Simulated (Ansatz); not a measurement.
We consider PbO (Pbcm, No. 57), described by PBEsol-D3(BJ) (PAW; Ansatz, a first-principles code).

Settings: plane-wave cutoff 520 eV, 8×6×6 k mesh (along the axes of the cell as run), Fermi–Dirac smearing 0.01 eV, scalar-relativistic PAW data made under PBE.

Computed at the level's own relaxed cell.

Problem. What does this level give for the band gap, Γ–Γ gap, pressure derivative B′ of the bulk modulus and equilibrium volume per atom?

Solution. 
- band gap: 1.90 eV
- Γ–Γ gap: 3.60 eV
- pressure derivative B′ of the bulk modulus: 8.8
- equilibrium volume per atom: 17.75 Å³/atom

Note: the volume lies 8 % below that of the published cell; the bulk modulus comes from volumes at which shape and atoms were relaxed.

Spin–orbit coupling is not included; with these elements it can move the gap by several tenths of an eV or more.

Computed values are for the static lattice.

Cost on a shared machine: very roughly 28 core-minutes.
